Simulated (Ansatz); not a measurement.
Molecule: C2H4NO, net charge 0, doublet state. It need not be the lowest isomer of its formula. 
Structure (B3LYP-D3(BJ)/def2-TZVP (Ansatz, a program for electronic structure) minimum search):
```xyz
8

O      0.4806     1.2318     0.0712
C      0.0856     0.0703    -0.0239
N      1.0063    -0.9284     0.1131
C     -1.3604    -0.3142    -0.1021
H     -1.9628     0.5531    -0.3620
H     -1.5017    -1.1086    -0.8366
H     -1.6814    -0.7025     0.8666
H      1.9064    -0.6339    -0.2739
```
Charge 0, spin multiplicity 2.

Property: atomisation energy (electronic, to ground-state atoms), in kcal/mol. Cores are frozen in the correlated levels unless marked. UHF or UKS for open shells. Spin-orbit coupling is left out. Non-relativistic. The coupled-cluster limit lacks core correlation, which all-electron functionals hold. Basis-set limits of correlation are two-point, X^-3; Hartree-Fock from the larger set. The bracket is a focal-point correction in the basis named.

```tsv
level	program	atomisation energy (kcal/mol)	minus last row
HF/aug-cc-pVDZ	Ansatz	507.3	-238.9
PBE/def2-TZVPD	Ansatz	781.6	35.4
PBE-D3(BJ)/def2-TZVPD	Ansatz + dftd3	784.4	38.2
PBE-D4/def2-TZVPD	Ansatz + dftd4	784.2	38.0
BLYP-D4/def2-TZVPD	Ansatz + dftd4	763.9	17.7
r2SCAN/def2-TZVPD	Ansatz	755.2	9.0
PBE0-D3(BJ)/def2-TZVPD	Ansatz + dftd3	757.2	11.0
PBE0/def2-TZVP	Ansatz	754.5	8.3
HSE06-D3(BJ)/def2-TZVPD	Ansatz + dftd3	757.5	11.3
HSE06-D4/def2-TZVPD	Ansatz + dftd4	757.8	11.6
LC-wPBE-D4/def2-TZVPD	Ansatz + dftd4	754.2	8.0
B2GP-PLYP-D3(BJ)/def2-TZVPD	Ansatz + dftd3	738.3	-7.9
PBE-QIDH/def2-TZVPD	Ansatz	739.4	-6.8
MP2/cc-pVDZ	Ansatz	688.9	-57.3
SCS-MP2/6-31G	Ansatz	606.4	-139.8
SCS-MP2/cc-pVDZ	Ansatz	682.4	-63.8
CCSD/STO-3G	Ansatz	668.6	-77.6
CCSD/6-31G*	Ansatz	667.2	-79.0
CCSD/cc-pVTZ	Ansatz	709.3	-36.9
RI-MP2/CBS(cc-pVTZ,cc-pVQZ)+[CCSD(T)-MP2]/cc-pVDZ	Ansatz	747.6	1.4
RI-MP2/CBS(cc-pVTZ,cc-pVQZ)+[CCSD(T)-MP2]/cc-pVTZ	Ansatz	746.2	0.0
```

The UHF reference is spin-contaminated (<S^2> 0.13 over the pure value in the largest basis).
